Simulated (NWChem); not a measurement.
# CO2 (carbon dioxide) at 6 levels

Wanted: a comparison of 6 runs (HF/STO-3G, HF/3-21G, HF/def2-SVP, SVWN5/cc-pVTZ, PBE/3-21G, PBE0/cc-pVTZ) of CO2 (carbon dioxide). 

Program for the calculation: NWChem 7.3.0.

## Step 1: The molecule

CO2 has 3 atoms, charge 0, and is taken as a singlet. SMILES: `O=C=O`. The coordinates come from a PBE0-D4/def2-TZVP relaxation.

Bond lengths: O1–C2 1.157 Å, C2–O3 1.157 Å. Angles: O1–C2–O3 180.0°.

## Step 2: Energy and gradient at HF/STO-3G (run 1)

The input, run.py:

```python
from ase import Atoms
from ase.calculators.nwchem import NWChem

system = Atoms('OCO', positions=[
    [0.371620, -1.091900, 0.088230],
    [0.000120, 0.000050, 0.000070],
    [-0.371750, 1.091850, -0.088290],
])

calc = NWChem(
    label='geom',
    theory='scf',
    memory='2200 mb',
    basis='STO-3G',
    basispar='spherical bse',
    scf={'nopen': '0', 'rhf': None, 'thresh': '1e-08', 'maxiter': '80', 'print': 'low'},
)
system.calc = calc

forces = system.get_forces()
print("Total energy (eV):", round(system.get_potential_energy(), 6))
print("forces (eV/A):")
for s, f in zip(system.symbols, forces):
    print(f"{s:2s} {f[0]:10.5f} {f[1]:10.5f} {f[2]:10.5f}")
```

Launch:

```sh
$ export ASE_NWCHEM_COMMAND="nwchem PREFIX.nwi > PREFIX.nwo"
$ python run.py
```

Output:

```text
Total energy (eV): -5035.841416
forces (eV/A):
O     1.34515   -3.95004    0.31959
C    -0.00062   -0.00129   -0.00041
O    -1.34453    3.95132   -0.31913
```

The calculator wrote geom.nwi:

```
title "geom"

permanent_dir geom

scratch_dir geom

start geom

geometry units angstrom nocenter noautosym noautoz
  O  3.7162000000000001e-01 -1.0919000000000001e+00 8.8230000000000003e-02
  C  1.2000000000000000e-04 5.0000000000000002e-05 6.9999999999999994e-05
  O  -3.7175000000000002e-01 1.0918500000000000e+00 -8.8289999999999993e-02
end

memory 2200 mb

basis spherical bse noprint
   * library STO-3G
end

scf
  nopen 0
  rhf
  thresh 1e-08
  maxiter 80
  print low
end

task scf gradient
```

geom.nwo:

```text
Northwest Computational Chemistry Package (NWChem) 7.3.0
             --------------------------------------------------------

           Job information
           ---------------

    nwchem branch   = 7.3.0
    use scalapack   = T
    input           = geom.nwi
    prefix          = geom.
    data base       = geom/geom.db
    status          = startup
    nproc           =        1

           Memory information
           ------------------

    heap     =     72089594 doubles =      550.0 Mbytes
    stack    =     72089599 doubles =      550.0 Mbytes
    global   =    144179200 doubles =     1100.0 Mbytes (distinct from heap & stack)
    total    =    288358393 doubles =     2200.0 Mbytes
    verify   = yes
    hardfail = no

           Directory information
           ---------------------

  0 permanent = geom
  0 scratch   = geom

                                NWChem Input Module
                                -------------------

                                       geom
                                       ----

[... 22 lines left out ...]
            Nuclear Dipole moment (a.u.)
[... 34 lines left out ...]
                                 NWChem SCF Module
                                 -----------------

                                       geom

  ao basis        = "ao basis"
  functions       =    15
  atoms           =     3
  closed shells   =    11
  open shells     =     0
  charge          =   0.00
  wavefunction    = RHF
  input vectors   = atomic
  output vectors  = geom/geom.movecs
  use symmetry    = F
  symmetry adapt  = F

 Forming initial guess at       0.0s

 Starting SCF solution at       0.0s

       Final RHF  results
       ------------------

         Total SCF energy =   -185.063760139297
      One-electron energy =   -370.848685484848
      Two-electron energy =    127.230209254964
 Nuclear repulsion energy =     58.554716090587

        Time for solution =      0.1s

                              NWChem Gradients Module
                              -----------------------

                         RHF ENERGY GRADIENTS

    atom               coordinates                        gradient
                 x          y          z           x          y          z
   1 O       0.702260  -2.063392   0.166731   -0.026159   0.076816  -0.006215
   2 C       0.000227   0.000094   0.000132    0.000012   0.000025   0.000008
   3 O      -0.702506   2.063297  -0.166844    0.026147  -0.076841   0.006206

 Task  times  cpu:        0.2s     wall:        0.2s
 Total times  cpu:        0.2s     wall:        0.2s
```

It took 1.2 s on 1 thread of Intel Xeon Platinum 8488C (Sapphire Rapids), shared host; peak memory 0.1 GiB.

## Step 3: Energy and forces at HF/3-21G (run 2)

The input, mol.xyz:

```xyz
3
CO2
O      0.371620    -1.091900     0.088230
C      0.000120     0.000050     0.000070
O     -0.371750     1.091850    -0.088290
```

The input, run.py:

```python
from ase.io import read
from ase.calculators.nwchem import NWChem

molecule = read('mol.xyz')

calc = NWChem(
    label='mol',
    theory='scf',
    memory='2200 mb',
    basis='3-21G',
    basispar='spherical bse',
    scf={'nopen': '0', 'rhf': None, 'thresh': '1e-08', 'maxiter': '80'},
)
molecule.calc = calc

forces = molecule.get_forces()
print("Total energy (eV):", round(molecule.get_potential_energy(), 6))
print("forces (eV/A):")
for s, f in zip(molecule.symbols, forces):
    print(f"{s:2s} {f[0]:10.5f} {f[1]:10.5f} {f[2]:10.5f}")
print("dipole (e A):", molecule.get_dipole_moment().round(4))
```

Launch:

```sh
$ export ASE_NWCHEM_COMMAND="nwchem PREFIX.nwi > PREFIX.nwo"
$ python run.py
```

Output:

```text
Total energy (eV): -5076.590271
forces (eV/A):
O    -0.03780    0.11539   -0.00859
C    -0.00237   -0.00170   -0.00134
O     0.04021   -0.11369    0.00992
dipole (e A): [0.0001 0.0001 0.0001]
```

The calculator wrote mol.nwi:

```
title "mol"

permanent_dir mol

scratch_dir mol

start mol

geometry units angstrom nocenter noautosym noautoz
  O  3.7162000000000001e-01 -1.0919000000000001e+00 8.8230000000000003e-02
  C  1.2000000000000000e-04 5.0000000000000002e-05 6.9999999999999994e-05
  O  -3.7175000000000002e-01 1.0918500000000000e+00 -8.8289999999999993e-02
end

memory 2200 mb

basis spherical bse noprint
   * library 3-21G
end

scf
  nopen 0
  rhf
  thresh 1e-08
  maxiter 80
end

task scf gradient
```

mol.nwo, cut to the lines that bear on the results:

```text
[...]
      One-electron energy =   -371.089016589600
[... 1 line left out ...]
 Nuclear repulsion energy =     58.554716090587
[... 29 lines left out ...]
                       ROHF Final Molecular Orbital Analysis
[... 187 lines left out ...]
     L   x y z        total         open         nuclear
[...]
  wavefunction    =   RHF
                         RHF ENERGY GRADIENTS
    atom               coordinates                        gradient
                 x          y          z           x          y          z
   1 O       0.702260  -2.063392   0.166731    0.000735  -0.002244   0.000167
   2 C       0.000227   0.000094   0.000132    0.000046   0.000033   0.000026
   3 O      -0.702506   2.063297  -0.166844   -0.000782   0.002211  -0.000193
[...]
```

Run time: 1.2 s. Hardware: 1 thread of Intel Xeon Platinum 8488C (Sapphire Rapids), shared host; peak memory 0.1 GiB.

## Step 4: Energy and forces at HF/def2-SVP (run 3)

The input, a.nw:

```
start a
title "CO2"
memory 2200 mb

geometry noautosym nocenter noautoz
   O      0.371620    -1.091900     0.088230
   C      0.000120     0.000050     0.000070
   O     -0.371750     1.091850    -0.088290
end

basis spherical bse
   * library def2-SVP
end

scf
   thresh 1e-08
   maxiter 80
end

task scf gradient
```

Launch:

```sh
$ nwchem a.nw > a.out
```

Output:

```text
[...]
  functions       =    42
[...]
  wavefunction    = RHF
[...]
         Total SCF energy =   -187.485480684429
      One-electron energy =   -372.484360428964
      Two-electron energy =    126.444163653948
 Nuclear repulsion energy =     58.554716090587
        Time for solution =      0.7s
[...]
                         RHF ENERGY GRADIENTS
    atom               coordinates                        gradient
                 x          y          z           x          y          z
   1 O       0.702260  -2.063392   0.166731    0.016096  -0.047413   0.003811
   2 C       0.000227   0.000094   0.000132    0.000073   0.000043   0.000041
   3 O      -0.702506   2.063297  -0.166844   -0.016169   0.047371  -0.003851
[...]
```

Run time: 1.7 s. Hardware: 1 thread of Intel Xeon Platinum 8488C (Sapphire Rapids), shared host; peak memory 0.1 GiB.

Runs 4 to 5 aren't shown in full; the table further down has their settings and results.

## Step 5: Energy and forces at PBE0/cc-pVTZ (run 6)

The input, nw.nw:

```
start nw
memory total 2200 mb
geometry units angstroms noautosym nocenter noautoz
  O      0.371620    -1.091900     0.088230
  C      0.000120     0.000050     0.000070
  O     -0.371750     1.091850    -0.088290
end
basis spherical bse
  * library cc-pVTZ
end
dft
  xc pbe0
  grid fine
  convergence energy 1e-08
  iterations 100
  mulliken
  print medium
end
task dft gradient
```

Launch:

```sh
$ nwchem nw.nw > nw.out
```

Output:

```text
[...]
          Wavefunction type:  closed shell.
          No. of atoms     :     3
          No. of electrons :    22
[...]
          Charge           :     0
          Spin multiplicity:     1
[...]
          AO basis - number of functions:    90
[...]
              XC Information
              --------------
                         PBE0 Method XC Functional
                     Hartree-Fock (Exact) Exchange  0.250
          PerdewBurkeErnzerhof Exchange Functional  0.750
            Perdew 1991 LDA Correlation Functional  1.000 local
           PerdewBurkeErnz. Correlation Functional  1.000 non-local
[...]
 d= 0,ls=0.0,diis     1   -188.3429817208 -2.47D+02  8.30D-03  1.12D+00     1.2
[...]
 d= 0,ls=0.0,diis     7   -188.4571057772 -7.71D-09  7.52D-07  2.90D-08     6.7
         Total DFT energy =     -188.457105777236
      One electron energy =     -373.258161073560
           Coulomb energy =      148.612569135278
    Exchange-Corr. energy =      -22.366229929541
 Nuclear repulsion energy =       58.554716090587
[...]
      Total Density - Mulliken Population Analysis
     ---------------------------------------------
    Atom       Charge   Shell Charges
 -----------   ------   -------------------------------------------------------
    1 O    8     8.18   1.95  0.25  1.01  0.52  1.28  2.07  1.07  0.01  0.03  0.00
    2 C    6     5.64   1.96  0.21  0.74  0.11  0.85  1.19  0.29  0.07  0.21  0.03
    3 O    8     8.18   1.95  0.25  1.01  0.52  1.28  2.07  1.07  0.01  0.03  0.00
[...]
  wavefunction    = closed shell
                         DFT ENERGY GRADIENTS
    atom               coordinates                        gradient
                 x          y          z           x          y          z
   1 O       0.702260  -2.063392   0.166731   -0.000518   0.001433  -0.000131
   2 C       0.000227   0.000094   0.000132    0.000043   0.000053   0.000026
   3 O      -0.702506   2.063297  -0.166844    0.000476  -0.001487   0.000105
[...]
```

Run time: 11 s. Hardware: 1 thread of Intel Xeon Platinum 8488C (Sapphire Rapids), shared host; peak memory 0.12 GiB.

## Step 6: The series

| run | level | iteration cap | module | energy (Eh) | largest force (eV/Å) | wall time |
| --- | --- | --- | --- | --- | --- | --- |
| 1 | HF/STO-3G | 80 | scf | -185.063760 | 4.186 | 1.2 s |
| 2 | HF/3-21G | 80 | scf | -186.561253 | 0.122 | 1.2 s |
| 3 | HF/def2-SVP | 80 | scf | -187.485481 | 2.582 | 1.7 s |
| 4 | SVWN5/cc-pVTZ | 100 | dft | -187.265137 | 0.721 | 12 s |
| 5 | PBE/3-21G | 100 | dft | -187.333645 | 4.055 | 2.3 s |
| 6 | PBE0/cc-pVTZ | 100 | dft | -188.457106 | 0.080 | 11 s |

## Step 7: What came out

```
                       quantity          value
            run 6: total energy  -188.45711 Eh
           run 6: dipole moment         0.00 D
             run 6: HOMO energy      -10.62 eV
             run 6: LUMO energy        1.17 eV
           run 6: HOMO–LUMO gap       11.79 eV
run 6: largest force on an atom     0.080 eV/Å
```

Over runs 2, 3, 5, 6 the HOMO–LUMO gap runs from 8.65 eV (PBE/3-21G) to 20.49 eV (HF/def2-SVP). The two ends differ in method and basis. Totals of different functionals can't be ranked against each other. In run 1 the basis is minimal, so the values are rough. All runs together took 30 s, the longest 12 s.
